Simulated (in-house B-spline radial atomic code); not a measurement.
Kr. Computed with a B-spline radial atomic code. Model: non-relativistic spherical atom: semilocal Troullier-Martins pseudo-atom, one channel per l, against all electrons, high spin, G0W0 and RPA with empty states to l = 8, local potential for every l without a channel, a model core (radius 0 = none) keeps its share of the functional.

What the tables leave out is listed at the end.

The pseudopotential gives back the lowest level of each angular momentum of its own functional in the configuration it was made in; a second state of the same l is only approximately right. Exact exchange, RPA and GW see the smooth pseudo-orbitals and miss the exchange with the core, for which the functional's share stands in. The column with an uncorrelated core keeps all orbitals and exact exchange, and so separates missing core correlation from pseudisation. Only the three outermost levels and the lowest empty one were computed. RPA here is direct RPA, with no exchange kernel, and its energies carry an (l + 1/2)⁻⁴ tail. A hybrid on a potential with a model core restores only its own semilocal share of the core's exchange.

Command:
```bash
python run_psgw.py task.json out
```
Settings (lengths in bohr, energies in hartree):
```
Z                      36
electrons              36
configuration          [Ar] 3d10 4s2 4p6
generated_in           [Ar] 3d10 4s2 4p6
functional             lda,vwn
core_shells            4
radius_factor          0.9
core_correction        False
```

Time taken, with all properties: 20 s on 1 thread of Intel(R) Xeon(R) Platinum 8488C (Sapphire Rapids) (shared host).

Given: made with LDA VWN5; model core radius 0 bohr; local radius 0.54 bohr; mean-field start LDA VWN5.

Valence shells of the generating configuration: 3p, 3d, 4s, 4p.

Channel: s 1.215, p 0.421, d 1.099 (radii in bohr).

Computed: largest level miss in the spin-unpolarised generating configuration 0.124 eV; valence RPA correlation energy pseudo -1.7402 hartree; all-electron RPA polarisability, core included 15.812 bohr³; pseudo-atom RPA polarisability 15.388 bohr³.

```json
{"level": "4p", "occupied": "1", "mean-field all-electron (eV)": "-9.4244", "mean-field pseudo minus all (eV)": "-0.124", "G0W0 all-electron (eV)": "-13.981", "G0W0 uncorrelated core minus all (eV)": "0.003", "G0W0 pseudo minus all (eV)": "-0.028", "exchange self-energy all-electron (eV)": "-21.567", "exchange self-energy pseudo (eV)": "-20.515"}
```

Question: What is the valence RPA correlation energy all-electron orbitals?

Answer: -1.6231 hartree.

Given: mean-field start PBE0.

Computed: valence RPA correlation energy all-electron orbitals -1.5595 hartree; all-electron RPA polarisability, core included 13.848 bohr³; pseudo-atom RPA polarisability 13.679 bohr³.

```json
{"level": "4p", "occupied": "1", "mean-field all-electron (eV)": "-10.773", "mean-field pseudo minus all (eV)": "-0.068", "G0W0 all-electron (eV)": "-14.231", "G0W0 uncorrelated core minus all (eV)": "0.003", "G0W0 pseudo minus all (eV)": "0.002", "exchange self-energy all-electron (eV)": "-21.493", "exchange self-energy pseudo (eV)": "-20.435"}
```

Question: What is the valence RPA correlation energy pseudo?

Answer: -1.6839 hartree.

Given: mean-field start Hartree-Fock.

Computed: valence RPA correlation energy all-electron orbitals -1.413 hartree; valence RPA correlation energy pseudo -1.5485 hartree; pseudo-atom RPA polarisability 11.072 bohr³.

| level | occupied | mean-field all-electron (eV) | mean-field pseudo minus all (eV) | G0W0 all-electron (eV) | G0W0 uncorrelated core minus all (eV) | G0W0 pseudo minus all (eV) | exchange self-energy all-electron (eV) | exchange self-energy pseudo (eV) |
| --- | --- | --- | --- | --- | --- | --- | --- | --- |
| 4p | 1 | -14.264 | 0.223 | -14.682 | 0.004 | 0.09 | -21.262 | -20.132 |

Question: What is the all-electron RPA polarisability, core included?

Answer: 10.71 bohr³.

Among the listed levels the largest G0W0 shift of the pseudo-atom is +0.09 eV, for 4p on the Hartree-Fock start, while leaving the core uncorrelated moves that level by +0.00 eV. The rest, +0.09 eV, comes from pseudisation and the lost core exchange. Not in the tables (levels of low weight, unsolved or above zero; the highest and the empty levels are kept at any weight): on LDA the G0W0 levels 4s (pseudo minus all -2.99 eV, weights 0.16 and 0.14), 3d (pseudo minus all +2.52 eV, weights 0.52 and 0.02); on PBE0 the G0W0 levels 4s (pseudo minus all -0.59 eV, weights 0.22 and 0.17), 3d (pseudo minus all +2.18 eV, weights 0.19 and 0.69); on Hartree-Fock the G0W0 levels 4s (pseudo minus all -1.67 eV, weights 0.01 and 0.78), 3d (pseudo minus all +2.06 eV, weights 0.05 and 0.66).
